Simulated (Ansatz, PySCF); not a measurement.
System: ClF, charge 0, singlet. ClF (SMILES FCl).
B3LYP-D3(BJ)/def2-TZVP minimum from Ansatz (a program for electronic structure):
```xyz
2

F      0.0000     0.0000    -1.0729
Cl     0.0000     0.0000     0.5680
```
Charge 0, spin multiplicity 1.

Total energies in hartree (Ansatz). UHF or UKS for unpaired electrons; spin-orbit terms are left out. Cores are frozen in correlated methods. No relativity.

```csv
species,HF/cc-pV(T+d)Z,CCSD(T)/cc-pV(T+d)Z,HF/cc-pV(Q+d)Z,CCSD(T)/cc-pV(Q+d)Z,CCSDT(Q)/cc-pV(Q+d)Z
1: ClF (SMILES FCl),-558.90189,-559.38308,-558.91542,-559.44007,-559.44174
2: F (doublet),-99.40552,-99.62036,-99.41377,-99.65026,-99.65054
3: Cl (doublet),-459.48556,-459.67356,-459.48916,-459.69449,-459.69547
```

Task: Work out the enthalpy of formation at 298 K (by atomisation, with ideal-gas terms from PySCF's Hessian at B3LYP-D3(BJ)/def2-TZVP and the atoms' measured values of the G2/97 table; no spin-orbit terms) in kJ/mol: take Hartree-Fock from cc-pV(Q+d)Z, extrapolate the CCSD(T) correlation energy as X^-3 (X = 3, 4), and add CCSDT(Q) - CCSD(T) in cc-pV(Q+d)Z. The further terms named in the bracket sum to +0.07674 hartree. 1 hartree = 2625.5 kJ/mol.

Result: 
Species 1: correlation (64·(-0.52465) - 27·(-0.48119))/37 = -0.55636; step -0.00167; E1 = -558.91542 + (-0.55636) + (-0.00167) = -559.47345
Species 2: correlation (64·(-0.23649) - 27·(-0.21484))/37 = -0.25229; step -0.00028; E2 = -99.41377 + (-0.25229) + (-0.00028) = -99.66634
Species 3: correlation (64·(-0.20533) - 27·(-0.18800))/37 = -0.21798; step -0.00098; E3 = -459.48916 + (-0.21798) + (-0.00098) = -459.70812
+1·E1 -1·E2 -1·E3 +0.07674 = -0.02225 hartree = -58.4 kJ/mol. Measured: -13.3 kcal/mol, -55.7 kJ/mol (Active Thermochemical Tables 1.112 (ions: stationary electron), as tabulated in the package chemicals); atomic spin-orbit terms, which the calculations lack, would raise the computed values. The composite differs from it by -2.7 kJ/mol; core, relativistic and spin-orbit terms are not in it.
